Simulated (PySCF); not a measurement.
**`C=C=CCl`: 4 charge schemes on one density**

Species: C3H3Cl.
Cartesian coordinates in Å at the PBE0-D3(BJ)/def2-SVP level; atoms count from 1:
```xyz
7
C3H3Cl angstrom
C     -1.366    0.007    0.041
C     -0.063   -0.069   -0.013
C      1.241   -0.149   -0.069
Cl     2.285    1.211    0.204
H     -1.960    0.243   -0.849
H     -1.907   -0.164    0.979
H      1.770   -1.079   -0.291
```

Density: PBE0/pcSseg-1 (PySCF); schemes: Mulliken, IAO, Hirshfeld and ESP-fitted. Isolated species at its PBE0-D3(BJ)/def2-SVP geometry, gas phase.

Task: Give the atomic charges in each scheme.

Result: In e; atoms taken as equivalent share a row and are averaged (×n: the atom named and its like, n in all):

| atom | environment | Mulliken | IAO | Hirshfeld | ESP-fitted |
| --- | --- | --- | --- | --- | --- |
| C1 | outer carbon of cumulated double bonds | -0.142 | -0.317 | -0.087 | -0.525 |
| C2 | central carbon of cumulated double bonds | -0.027 | +0.014 | -0.014 | +0.202 |
| C3 | outer carbon of cumulated double bonds | -0.263 | -0.211 | -0.052 | -0.330 |
| Cl4 | vinyl chlorine | -0.078 | -0.022 | -0.044 | -0.036 |
| H5/H6 | hydrogen on C1 | +0.164 | +0.176 | +0.066 | +0.233 |
| H7 | hydrogen on C3 | +0.183 | +0.184 | +0.063 | +0.223 |

Mean size of the charges over all atoms: ESP-fitted 0.254 e, IAO 0.157 e, Mulliken 0.146 e, Hirshfeld 0.056 e. Each set sums to the total charge, 0, to within 0.001 e. The ESP scheme fits charges at the nuclei, held to the total charge, to the electrostatic potential on points at 1.4 to 2.0 times the van der Waals radii.

Lowest charge. The schemes don't all agree: Mulliken C3 (-0.263); IAO C1 (-0.317); Hirshfeld C1 (-0.087); ESP-fitted C1 (-0.525).

Highest charge. The schemes don't all agree: Mulliken H7 (+0.183); IAO H7 (+0.184); Hirshfeld H5/H6 (+0.066); ESP-fitted H5/H6 (+0.233).

Task: Sum the charges by element, for elements with more than one atom.

Result: 
```csv
element,atoms,Mulliken,IAO,Hirshfeld,ESP-fitted
C,3,-0.432,-0.514,-0.152,-0.653
H,3,+0.510,+0.536,+0.196,+0.689
```

Task: How many electrons does the Mulliken scheme count on C2?

Result: Z − q = 6 − (-0.027) = 6.027.
